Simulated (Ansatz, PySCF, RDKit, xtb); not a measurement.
**Solving CHLiN+, step by step**

Given the formula CHLiN+ (charge +1) and nothing else, which arrangement of the atoms is the most stable in the gas at 298.15 K, and what are its properties?

Plan: many cheap relaxations first (GFN2-xTB), then density-functional screening, relaxation at BLYP-D3(BJ)/def2-SVP, vibrations and a final energy. The numbers are computed, not measured.

7 further runs of the same task are left out: 7 set aside as unsound or not needed.

## Step 1: Candidates

All bonding patterns within simple valence rules are listed by program: one Lewis structure each, at most two rings and one unusual centre or charged pair. O–O, O–halogen and N–halogen bonds and N–N–N chains are not drawn. That gives 5 candidates.

```tsv
label	SMILES	spin
c088	[Li][N+]#C	singlet
c107	[Li-]1[C+]=[NH+]1	singlet
c566	[Li][NH+]=[C]	triplet
c747	[Li][C]#[NH+]	singlet
c843	[Li][NH+]=[C]	singlet
```

Candidates are built by distance geometry, with a force field where one applies, in up to four conformers (letters a to d). 6 starts with atoms placed at random are added, to find patterns that the rules miss.

**Question.** With final energies at CCSD(T)/def2-TZVPP, which structure will this search put lowest in free energy, and by what margin?

| quantity | value |
| --- | --- |
| lowest structure found | [Li][N+]#C, singlet, C∞v |
| next finalist | [Li][C]#[NH+], singlet, 15.0 kcal/mol higher in G |
| share at equilibrium, among the finalists | 100.0 % |
| harmonic wavenumbers, lowest and highest (BLYP-D3(BJ)/def2-SVP) | 204 and 3317 cm⁻¹ |
| rotational constants, same geometry | 0.3612 cm⁻¹ |
| HOMO energy (PBE0/def2-TZVPD) | -16.09 eV |
| LUMO energy (PBE0/def2-TZVPD) | -5.67 eV |
| HOMO–LUMO gap (PBE0/def2-TZVPD) | 10.42 eV |
| lowest excitation (TD-PBE0/def2-SVPD) | 7.73 eV (f = 0.000) |
| lowest triplet excitation, same level, Tamm-Dancoff | 6.13 eV |
| vertical ionisation energy | 19.28 eV |
| vertical recombination energy (electron added) | 4.24 eV |
| vertical triplet less singlet | +6.37 eV |

The lowest structure found is `[Li][N+]#C`. The margin of 15.0 kcal/mol over the next finalist is beyond the usual error of the last level; it says nothing of structures that weren't ranked. GFN2-xTB, HF/STO-3G, r2SCAN-D4/def2-SVP, BLYP-D3(BJ)/def2-SVP, HF/def2-TZVPP and MP2/def2-TZVPP already put its bonding pattern lowest among the structures in one piece. One minimum inside the window was never screened. The search is not exhaustive (a finite list of starts, one conformer a finalist), so a lower isomer can't be ruled out. Bonds to the alkali or alkaline-earth atom are largely ionic, and its place along soft bends is ill-defined.
